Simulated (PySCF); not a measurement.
Nuclear quadrupole coupling in `C=C(F)C=O`

C3H3FO.
Cartesian coordinates in Å at the PBE0-D3(BJ)/def2-SVP level; atoms count from 1:
```
atom  x, y, z in Å
C1    -1.3480   -0.3209    0.3181
C2    -0.1993    0.2778    0.0088
F3    -0.0208    1.5935    0.1175
C4     1.0046   -0.4374   -0.4869
O5     1.0546   -1.6277   -0.6505
H6    -2.2094    0.2437    0.6774
H7    -1.4062   -1.4038    0.2013
H8     1.8712    0.2377   -0.6977
```

Field gradients from the PBE0/pcSseg-1 density (PySCF, non-relativistic), principal values in atomic units, ordered |Vxx| ≤ |Vyy| ≤ |Vzz|:

```
atom     Vxx     Vyy      Vzz
  O5  0.4702  1.5547  -2.0249
```

Q: Find the asymmetry η = (Vxx − Vyy)/Vzz and the couplings χ = eQV/h (234.96 MHz × Q in barn × V in au), with Q(17O) = −0.0256 b.

A: 
```
atom      environment  nucleus     η  χzz (MHz)  χxx (MHz)  χyy (MHz)
  O5  aldehyde oxygen      17O  0.54      12.18      -2.83      -9.35
```

The tensor is traceless: Vxx + Vyy + Vzz = 0.

Q: What is Vzz at O5 in SI units (1 au = 9.71736 × 10²¹ V/m²)?

A: -2.0249 au = -19.677 × 10²¹ V/m².

Were the hydrogens deuterons (Q(2H) = 0.00286 b), χzz would run from 168 kHz (H8) to 207 kHz (H6).

Isolated species at its PBE0-D3(BJ)/def2-SVP geometry (one conformer only). A larger basis could move these couplings by a tenth or more.
